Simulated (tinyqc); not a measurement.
Coupled-perturbed Hartree-Fock on RHF in the sto-6g basis, for H2O, spin multiplicity 1, step by step. One step of it, computed by the program tinyqc.

Task: Iteration 8 (converged): orbitals. Diagonalise F' = X^T F X, C = X C', fill 5 alpha and 5 beta electrons from the bottom; D = 2 C_occ C_occ^T. Each column has its largest component positive (the first on a tie).

converged F (hartree), order 1O 1s, 1O 2s, 1O 2px, 1O 2py, 1O 2pz, 2H 1s, 3H 1s:
$$\begin{pmatrix}
-20.512408 & -4.964878 & 0.000000 & 0.000854 & -0.028196 & -1.054428 & -1.150788 \\
-4.964878 & -2.336576 & 0.000000 & 0.009436 & -0.117950 & -0.924971 & -0.983912 \\
0.000000 & 0.000000 & -0.399214 & 0.000000 & 0.000000 & 0.000000 & 0.000000 \\
0.000854 & 0.009436 & 0.000000 & -0.298559 & 0.010194 & -0.368057 & 0.380370 \\
-0.028196 & -0.117950 & 0.000000 & 0.010194 & -0.341792 & -0.370221 & -0.381172 \\
-1.054428 & -0.924971 & 0.000000 & -0.368057 & -0.370221 & -0.514556 & -0.375273 \\
-1.150788 & -0.983912 & 0.000000 & 0.380370 & -0.381172 & -0.375273 & -0.561516
\end{pmatrix}$$

X, order 1O 1s, 1O 2s, 1O 2px, 1O 2py, 1O 2pz, 2H 1s, 3H 1s:
$$\begin{pmatrix}
1.022698 & -0.136907 & 0.000000 & 0.000510 & -0.009208 & 0.018709 & 0.019623 \\
-0.136907 & 1.218853 & 0.000000 & -0.008745 & 0.105779 & -0.260297 & -0.287479 \\
0.000000 & 0.000000 & 1.000000 & 0.000000 & 0.000000 & 0.000000 & 0.000000 \\
0.000510 & -0.008745 & 0.000000 & 1.095008 & -0.003986 & -0.203247 & 0.215391 \\
-0.009208 & 0.105779 & 0.000000 & -0.003986 & 1.056520 & -0.141081 & -0.152602 \\
0.018709 & -0.260297 & 0.000000 & -0.203247 & -0.141081 & 1.176796 & -0.090235 \\
0.019623 & -0.287479 & 0.000000 & 0.215391 & -0.152602 & -0.090235 & 1.200146
\end{pmatrix}$$

Give: F' = X^T F X; orbital energies; coefficients C; D after iteration 8.

Result:

F' = X^T F X (hartree):
$$\begin{pmatrix}
-20.184 & -2.505 & 0.000 & 0.000 & -0.048 & -0.170 & -0.198 \\
-2.505 & -1.215 & 0.000 & -0.005 & 0.116 & -0.463 & -0.501 \\
0.000 & 0.000 & -0.399 & 0.000 & 0.000 & 0.000 & 0.000 \\
0.000 & -0.005 & 0.000 & -0.029 & 0.002 & -0.438 & 0.452 \\
-0.048 & 0.116 & 0.000 & 0.002 & -0.178 & -0.330 & -0.346 \\
-0.170 & -0.463 & 0.000 & -0.438 & -0.330 & 0.000 & -0.104 \\
-0.198 & -0.501 & 0.000 & 0.452 & -0.346 & -0.104 & 0.010
\end{pmatrix}$$

orbital energies (hartree): MO1 -20.516, MO2 -1.265, MO3 -0.593, MO4 -0.468, MO5 -0.399, MO6 0.567, MO7 0.677

coefficients C, order 1O 1s, 1O 2s, 1O 2px, 1O 2py, 1O 2pz, 2H 1s, 3H 1s:
$$\begin{pmatrix}
0.997 & -0.223 & -0.007 & 0.096 & 0.000 & 0.112 & 0.023 \\
0.015 & 0.850 & 0.038 & -0.535 & 0.000 & -0.791 & -0.178 \\
0.000 & 0.000 & 0.000 & 0.000 & 1.000 & 0.000 & 0.000 \\
0.000 & -0.009 & 0.618 & 0.019 & 0.000 & -0.166 & 0.937 \\
0.003 & 0.123 & -0.025 & 0.752 & 0.000 & -0.754 & -0.146 \\
-0.003 & 0.144 & 0.443 & 0.315 & 0.000 & 0.884 & -0.651 \\
-0.004 & 0.158 & -0.451 & 0.281 & 0.000 & 0.619 & 0.954
\end{pmatrix}$$

D after iteration 8, order 1O 1s, 1O 2s, 1O 2px, 1O 2py, 1O 2pz, 2H 1s, 3H 1s:
$$\begin{pmatrix}
2.105 & -0.451 & 0.000 & -0.001 & 0.097 & -0.016 & -0.017 \\
-0.451 & 2.019 & 0.000 & 0.010 & -0.598 & -0.060 & -0.067 \\
0.000 & 0.000 & 2.000 & 0.000 & 0.000 & 0.000 & 0.000 \\
-0.001 & 0.010 & 0.000 & 0.764 & -0.005 & 0.557 & -0.549 \\
0.097 & -0.598 & 0.000 & -0.005 & 1.163 & 0.487 & 0.485 \\
-0.016 & -0.060 & 0.000 & 0.557 & 0.487 & 0.633 & -0.177 \\
-0.017 & -0.067 & 0.000 & -0.549 & 0.485 & -0.177 & 0.615
\end{pmatrix}$$
